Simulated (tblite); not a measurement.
Compound: C4H6F (doublet state).
Atom-mapped SMILES: `[CH2:1][C@@H:2]1[CH2:3][C@H:4]1[F:5]` (hydrogens: H6, H7 on C1; H8 on C2; H9, H10 on C3; H11 on C4)

The geometry is computed with GFN2-xTB (gas phase). This method treats the open shell by occupation alone, without spin polarisation.

Q: What internal coordinates does the optimisation give?

A: 
```tsv
bond	length (bohr)	order
C1–C2	2.702	single
C2–C3	2.894	single
C3–C4	2.799	single
C4–F5	2.572	single
C2–C4	2.889	single
C1–H6	2.027	single
C1–H7	2.023	single
C2–H8	2.046	single
C3–H9	2.038	single
C3–H10	2.038	single
C4–H11	2.045	single
```

Orders are formal, as drawn. A selection of angles:
```tsv
angle	degrees
C2–C1–H6	120.6
C2–C1–H7	120.7
H6–C1–H7	118.7
C1–C2–C3	121.3
C1–C2–C4	120.7
C1–C2–H8	115.7
C3–C2–C4	57.9
C3–C2–H8	115.0
C4–C2–H8	113.8
C2–C3–C4	61.0
C2–C3–H9	117.1
C2–C3–H10	117.7
C4–C3–H9	117.7
C4–C3–H10	117.8
H9–C3–H10	115.0
C3–C4–F5	118.2
C3–C4–H11	121.9
F5–C4–H11	110.5
C2–C4–C3	61.1
C2–C4–F5	117.2
C2–C4–H11	120.3
```

Dihedral angles: C1–C2–C3–C4 -109° (anticlinal); C2–C3–C4–F5 -107° (anticlinal); C1–C2–C4–C3 110° (anticlinal).

C1 (carbon bonded to C and 2 H) is planar (angles 120.7°, 120.6° and 118.7°, sum 360.0°, 0.00 Å off the plane of its three neighbours). The C–C distances run from 1.430 Å (C1–C2, drawn single) to 1.531 Å (C2–C3, drawn single), a spread of 0.101 Å. The 3-membered ring C2–C3–C4 has internal angles of 57.9° to 61.1°.

Point group: C1 (no symmetry element, even within 0.4 Å). Its GFN2-xTB frequencies are all real (lowest 240 cm⁻¹). Torsions: H–C1–C2–C3 31° and -149°.

One conformer stands for the species.
